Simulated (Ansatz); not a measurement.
A short molecular-dynamics run on C2H3NS (`NC=C=S`).

```yaml
crystal:
  periodic: [false, false, false]
  atoms:
    - {symbol: N, position_ang: [-0.047128, 1.161230, -0.168964]}
    - {symbol: C, position_ang: [0.341509, -0.088129, 0.347681]}
    - {symbol: C, position_ang: [0.093711, -1.258859, -0.187888]}
    - {symbol: S, position_ang: [-0.157271, -2.643758, -0.855844]}
    - {symbol: H, position_ang: [-0.682005, 1.077634, -0.950186]}
    - {symbol: H, position_ang: [-0.461977, 1.752550, 0.539046]}
    - {symbol: H, position_ang: [0.974460, -0.068466, 1.230355]}
basis:
  gaussian: {orbitals: def2-SVP}
hamiltonian: {xc: {name: PBE}, dispersion: d3bjatm}
md: {timestep: 0.5 fs, n_steps: 50, ensemble: nve, temperature: 1000, initial_velocities: maxwell_boltzmann, seed: 225}
```

```sh
$ ansatz run in.yaml --threads 2 --pin off --events-out ev --progress --plain --max-ram 4352MiB
```

```
step  time (fs)  potential energy (eV)  kinetic (eV)  T (K)  conserved (eV)
   0        0.0            -14431.5275        0.6463   1000     -14430.8812
   1        0.5            -14431.4729        0.5930    918     -14430.8799
   2        1.0            -14431.3981        0.5203    805     -14430.8778
   3        1.5            -14431.3358        0.4598    711     -14430.8760
   4        2.0            -14431.3124        0.4366    675     -14430.8759
   5        2.5            -14431.3300        0.4525    700     -14430.8775
   6        3.0            -14431.3649        0.4854    751     -14430.8795
   7        3.5            -14431.3856        0.5048    781     -14430.8808
   8        4.0            -14431.3717        0.4909    760     -14430.8808
   9        4.5            -14431.3218        0.4419    684     -14430.8799
  10        5.0            -14431.2490        0.3704    573     -14430.8786
  11        5.5            -14431.1729        0.2955    457     -14430.8774
  12        6.0            -14431.1121        0.2355    364     -14430.8766
  13        6.5            -14431.0797        0.2035    315     -14430.8762
  14        7.0            -14431.0816        0.2052    318     -14430.8764
  15        7.5            -14431.1152        0.2381    368     -14430.8770
  16        8.0            -14431.1699        0.2918    451     -14430.8781
  17        8.5            -14431.2287        0.3493    540     -14430.8794
  18        9.0            -14431.2717        0.3911    605     -14430.8806
  19        9.5            -14431.2823        0.4013    621     -14430.8810
  20       10.0            -14431.2557        0.3755    581     -14430.8803
  21       10.5            -14431.2052        0.3268    506     -14430.8784
  22       11.0            -14431.1594        0.2828    438     -14430.8766
  23       11.5            -14431.1462        0.2701    418     -14430.8761
  24       12.0            -14431.1733        0.2960    458     -14430.8773
  25       12.5            -14431.2224        0.3432    531     -14430.8793
  26       13.0            -14431.2636        0.3831    593     -14430.8806
  27       13.5            -14431.2756        0.3948    611     -14430.8807
  28       14.0            -14431.2538        0.3738    578     -14430.8800
  29       14.5            -14431.2079        0.3290    509     -14430.8790
  30       15.0            -14431.1537        0.2757    427     -14430.8779
  31       15.5            -14431.1069        0.2297    355     -14430.8772
  32       16.0            -14431.0796        0.2028    314     -14430.8768
  33       16.5            -14431.0777        0.2009    311     -14430.8768
  34       17.0            -14431.1002        0.2229    345     -14430.8773
  35       17.5            -14431.1389        0.2606    403     -14430.8783
  36       18.0            -14431.1793        0.2999    464     -14430.8794
  37       18.5            -14431.2045        0.3242    502     -14430.8803
  38       19.0            -14431.2012        0.3207    496     -14430.8805
  39       19.5            -14431.1684        0.2889    447     -14430.8795
  40       20.0            -14431.1230        0.2454    380     -14430.8776
  41       20.5            -14431.0948        0.2187    338     -14430.8761
  42       21.0            -14431.1067        0.2304    357     -14430.8763
  43       21.5            -14431.1557        0.2776    430     -14430.8781
  44       22.0            -14431.2138        0.3336    516     -14430.8802
  45       22.5            -14431.2490        0.3679    569     -14430.8811
  46       23.0            -14431.2463        0.3657    566     -14430.8806
  47       23.5            -14431.2117        0.3324    514     -14430.8793
  48       24.0            -14431.1634        0.2854    442     -14430.8780
  49       24.5            -14431.1211        0.2440    377     -14430.8771
  50       25.0            -14431.0989        0.2221    344     -14430.8767
```

Velocities are drawn at the set temperature; a run this short doesn't reach equilibrium.

Frames (Å, forces in eV/Å):

```xyz
7
time=0.0 fs
N    -0.047    1.161   -0.169    0.607    0.050   -0.039
C     0.342   -0.088    0.348   -0.068    0.855    0.049
C     0.094   -1.259   -0.188   -0.049   -0.309   -0.014
S    -0.157   -2.644   -0.856   -0.182   -1.012   -0.499
H    -0.682    1.078   -0.950   -0.409   -0.029   -0.480
H    -0.462    1.753    0.539   -0.289    0.412    0.439
H     0.974   -0.068    1.230    0.390    0.032    0.545
7
time=1.0 fs
N    -0.053    1.163   -0.170    2.015   -1.330   -0.518
C     0.339   -0.095    0.347   -0.572    1.406   -0.594
C     0.097   -1.266   -0.180   -0.138   -0.256   -0.111
S    -0.157   -2.641   -0.856   -0.209   -1.247   -0.584
H    -0.667    1.141   -0.943   -0.980   -0.308   -1.358
H    -0.419    1.760    0.502   -0.930    1.651    2.011
H     0.977   -0.069    1.202    0.813    0.083    1.153
7
time=2.0 fs
N    -0.058    1.163   -0.171    2.253   -1.942   -0.779
C     0.336   -0.100    0.346   -0.775    1.839   -0.804
C     0.100   -1.274   -0.172   -0.211   -0.156   -0.167
S    -0.156   -2.639   -0.857   -0.236   -1.479   -0.669
H    -0.662    1.202   -0.949   -0.990   -0.482   -1.489
H    -0.384    1.783    0.484   -0.984    2.095    2.583
H     0.987   -0.068    1.184    0.942    0.124    1.325
7
time=3.0 fs
N    -0.061    1.162   -0.172    1.252   -1.020   -0.438
C     0.332   -0.104    0.344   -0.560    2.127   -0.487
C     0.103   -1.282   -0.164   -0.263    0.006   -0.174
S    -0.156   -2.638   -0.858   -0.262   -1.703   -0.756
H    -0.665    1.258   -0.968   -0.427   -0.679   -0.768
H    -0.358    1.825    0.490   -0.408    1.133    1.652
H     1.005   -0.067    1.178    0.669    0.136    0.971
7
time=4.0 fs
N    -0.063    1.161   -0.174    0.018    0.636    0.086
C     0.328   -0.106    0.342   -0.072    2.265    0.117
C     0.106   -1.290   -0.156   -0.297    0.237   -0.135
S    -0.156   -2.636   -0.859   -0.285   -1.907   -0.835
H    -0.673    1.307   -0.995    0.289   -0.941    0.253
H    -0.336    1.878    0.511    0.206   -0.411    0.191
H     1.030   -0.064    1.182    0.140    0.120    0.324
7
time=5.0 fs
N    -0.066    1.160   -0.176   -0.747    1.972    0.438
C     0.323   -0.107    0.340    0.445    2.259    0.678
C     0.109   -1.298   -0.148   -0.314    0.536   -0.062
S    -0.155   -2.636   -0.861   -0.300   -2.071   -0.898
H    -0.678    1.347   -1.019    0.799   -1.185    1.046
H    -0.312    1.927    0.534    0.519   -1.604   -0.897
H     1.056   -0.060    1.189   -0.402    0.093   -0.304
7
time=6.0 fs
N    -0.068    1.160   -0.178   -0.976    2.643    0.671
C     0.319   -0.105    0.338    0.834    2.120    1.010
C     0.111   -1.305   -0.141   -0.320    0.882    0.022
S    -0.155   -2.636   -0.863   -0.305   -2.175   -0.932
H    -0.675    1.377   -1.033    0.994   -1.328    1.405
H    -0.284    1.961    0.549    0.571   -2.213   -1.446
H     1.079   -0.055    1.193   -0.798    0.070   -0.730
7
time=7.0 fs
N    -0.072    1.163   -0.179   -0.783    2.650    0.915
C     0.316   -0.102    0.337    1.043    1.868    1.073
C     0.113   -1.312   -0.133   -0.322    1.239    0.092
S    -0.155   -2.637   -0.865   -0.297   -2.204   -0.926
H    -0.663    1.393   -1.035    0.876   -1.321    1.296
H    -0.250    1.974    0.551    0.476   -2.293   -1.547
H     1.094   -0.049    1.190   -0.992    0.061   -0.902
7
time=8.0 fs
N    -0.076    1.167   -0.179   -0.231    1.962    1.199
C     0.314   -0.098    0.337    1.059    1.532    0.883
C     0.115   -1.317   -0.125   -0.332    1.557    0.121
S    -0.155   -2.638   -0.867   -0.274   -2.142   -0.872
H    -0.643    1.397   -1.024    0.447   -1.143    0.698
H    -0.212    1.965    0.538    0.300   -1.834   -1.207
H     1.099   -0.043    1.179   -0.970    0.068   -0.822
7
time=9.0 fs
N    -0.080    1.172   -0.179    0.600    0.482    1.360
C     0.312   -0.092    0.338    0.872    1.140    0.466
C     0.117   -1.322   -0.118   -0.357    1.789    0.093
S    -0.156   -2.640   -0.869   -0.233   -1.985   -0.764
H    -0.619    1.390   -1.007   -0.244   -0.810   -0.338
H    -0.170    1.939    0.513    0.085   -0.711   -0.318
H     1.096   -0.036    1.160   -0.723    0.095   -0.498
7
time=10.0 fs
N    -0.084    1.177   -0.177    1.391   -1.628    1.053
C     0.311   -0.085    0.339    0.488    0.716   -0.131
C     0.118   -1.324   -0.110   -0.403    1.904    0.004
S    -0.156   -2.643   -0.872   -0.175   -1.737   -0.605
H    -0.597    1.376   -0.993   -0.961   -0.431   -1.452
H    -0.128    1.907    0.486   -0.079    1.039    1.091
H     1.085   -0.028    1.136   -0.260    0.138    0.040
7
time=11.0 fs
N    -0.086    1.182   -0.175    1.598   -3.350    0.270
C     0.311   -0.078    0.340   -0.002    0.276   -0.783
C     0.119   -1.326   -0.102   -0.470    1.885   -0.136
S    -0.156   -2.646   -0.875   -0.103   -1.415   -0.407
H    -0.584    1.357   -0.992   -1.261   -0.178   -1.907
H    -0.087    1.885    0.470   -0.090    2.597    2.278
H     1.073   -0.019    1.113    0.328    0.185    0.685
7
time=12.0 fs
N    -0.088    1.184   -0.173    1.110   -3.273   -0.198
C     0.310   -0.070    0.341   -0.377   -0.146   -1.248
C     0.120   -1.326   -0.094   -0.549    1.737   -0.312
S    -0.156   -2.650   -0.878   -0.022   -1.045   -0.183
H    -0.583    1.336   -1.009   -0.925   -0.099   -1.284
H    -0.046    1.886    0.474   -0.057    2.613    2.022
H     1.063   -0.008    1.096    0.820    0.213    1.203
7
time=13.0 fs
N    -0.089    1.184   -0.171    0.457   -1.622   -0.018
C     0.310   -0.063    0.340   -0.375   -0.495   -1.269
C     0.120   -1.324   -0.087   -0.633    1.480   -0.511
S    -0.157   -2.653   -0.881    0.064   -0.650    0.053
H    -0.591    1.314   -1.038   -0.249   -0.079   -0.053
H    -0.006    1.912    0.497   -0.208    1.174    0.468
H     1.061    0.005    1.090    0.944    0.192    1.330
7
time=14.0 fs
N    -0.090    1.183   -0.169    0.013    0.130    0.261
C     0.308   -0.056    0.338    0.069   -0.731   -0.795
C     0.119   -1.321   -0.080   -0.712    1.145   -0.721
S    -0.157   -2.658   -0.885    0.149   -0.248    0.291
H    -0.600    1.292   -1.068    0.352   -0.016    1.055
H     0.032    1.949    0.524   -0.498   -0.392   -1.088
H     1.068    0.019    1.097    0.626    0.111    0.997
7
time=15.0 fs
N    -0.090    1.182   -0.167   -0.198    1.234    0.368
C     0.307   -0.049    0.336    0.748   -0.860   -0.051
C     0.118   -1.318   -0.073   -0.780    0.770   -0.930
S    -0.157   -2.662   -0.888    0.229    0.144    0.524
H    -0.607    1.270   -1.088    0.695    0.101    1.687
H     0.065    1.982    0.541   -0.757   -1.378   -2.003
H     1.080    0.035    1.114    0.062   -0.010    0.405
7
time=16.0 fs
N    -0.091    1.182   -0.164   -0.230    1.664    0.402
C     0.307   -0.044    0.334    1.386   -0.917    0.676
C     0.117   -1.314   -0.067   -0.829    0.389   -1.130
S    -0.157   -2.666   -0.890    0.300    0.515    0.745
H    -0.607    1.248   -1.092    0.754    0.247    1.784
H     0.091    2.003    0.539   -0.900   -1.760   -2.298
H     1.093    0.051    1.134   -0.482   -0.139   -0.178
7
time=17.0 fs
N    -0.092    1.183   -0.161   -0.123    1.492    0.463
C     0.308   -0.039    0.332    1.820   -0.928    1.214
C     0.115   -1.309   -0.063   -0.856    0.030   -1.315
S    -0.157   -2.670   -0.893    0.360    0.856    0.946
H    -0.600    1.229   -1.079    0.536    0.391    1.357
H     0.108    2.007    0.516   -0.887   -1.594   -2.077
H     1.102    0.065    1.152   -0.848   -0.246   -0.589
7
time=18.0 fs
N    -0.093    1.185   -0.158    0.062    0.646    0.510
C     0.310   -0.034    0.332    2.000   -0.910    1.502
C     0.112   -1.304   -0.059   -0.863   -0.286   -1.476
S    -0.157   -2.674   -0.895    0.406    1.159    1.124
H    -0.588    1.214   -1.054    0.052    0.499    0.432
H     0.117    1.996    0.473   -0.665   -0.791   -1.319
H     1.103    0.077    1.166   -0.993   -0.317   -0.774
7
time=19.0 fs
N    -0.094    1.187   -0.155    0.170   -0.962    0.343
C     0.314   -0.031    0.332    1.924   -0.872    1.528
C     0.108   -1.300   -0.056   -0.851   -0.546   -1.606
S    -0.157   -2.677   -0.898    0.438    1.420    1.273
H    -0.576    1.203   -1.024   -0.595    0.538   -0.792
H     0.120    1.978    0.418   -0.174    0.768   -0.022
H     1.094    0.086    1.171   -0.911   -0.346   -0.723
7
time=20.0 fs
N    -0.095    1.189   -0.151    0.015   -2.823   -0.134
C     0.319   -0.028    0.334    1.598   -0.838    1.283
C     0.104   -1.296   -0.055   -0.821   -0.738   -1.691
S    -0.157   -2.680   -0.899    0.457    1.632    1.386
H    -0.570    1.198   -1.002   -1.103    0.492   -1.755
H     0.121    1.968    0.363    0.462    2.606    1.343
H     1.077    0.092    1.171   -0.607   -0.331   -0.431
7
time=21.0 fs
N    -0.095    1.188   -0.148   -0.307   -3.359   -0.526
C     0.326   -0.026    0.336    1.058   -0.850    0.778
C     0.099   -1.293   -0.055   -0.770   -0.858   -1.722
S    -0.157   -2.682   -0.900    0.462    1.789    1.459
H    -0.573    1.197   -0.997   -1.110    0.389   -1.810
H     0.127    1.982    0.320    0.777    3.165    1.735
H     1.054    0.094    1.166   -0.110   -0.277    0.087
7
time=22.0 fs
N    -0.097    1.186   -0.144   -0.546   -1.762   -0.629
C     0.333   -0.024    0.340    0.412   -0.932    0.106
C     0.093   -1.290   -0.056   -0.692   -0.902   -1.691
S    -0.156   -2.684   -0.901    0.453    1.888    1.489
H    -0.587    1.200   -1.008   -0.596    0.258   -0.947
H     0.140    2.025    0.293    0.498    1.645    0.944
H     1.030    0.094    1.162    0.470   -0.196    0.726
7
time=23.0 fs
N    -0.098    1.182   -0.142   -0.717    0.556   -0.798
C     0.341   -0.024    0.343   -0.127   -1.043   -0.493
C     0.087   -1.288   -0.059   -0.586   -0.867   -1.602
S    -0.155   -2.686   -0.902    0.433    1.929    1.481
H    -0.607    1.205   -1.028    0.094    0.113    0.202
H     0.157    2.083    0.274   -0.006   -0.564   -0.026
H     1.010    0.092    1.164    0.908   -0.124    1.236
7
time=24.0 fs
N    -0.100    1.179   -0.139   -0.851    2.229   -1.070
C     0.348   -0.024    0.346   -0.343   -1.101   -0.728
C     0.081   -1.287   -0.063   -0.451   -0.754   -1.465
S    -0.155   -2.686   -0.901    0.402    1.915    1.440
H    -0.625    1.211   -1.046    0.635   -0.033    1.072
H     0.174    2.136    0.256   -0.366   -2.152   -0.561
H     0.999    0.089    1.179    0.974   -0.103    1.313
7
time=25.0 fs
N    -0.102    1.177   -0.138   -0.878    2.974   -1.215
C     0.356   -0.025    0.348   -0.221   -1.063   -0.513
C     0.074   -1.286   -0.068   -0.290   -0.571   -1.291
S    -0.154   -2.686   -0.901    0.361    1.852    1.371
H    -0.638    1.217   -1.054    0.897   -0.163    1.458
H     0.188    2.169    0.233   -0.511   -2.889   -0.685
H     0.997    0.085    1.206    0.643   -0.140    0.876
```

Hardware: 2 threads of an Intel Xeon Platinum 8488C on a shared host. Wall time 51 s, peak host memory 0.15 GiB.
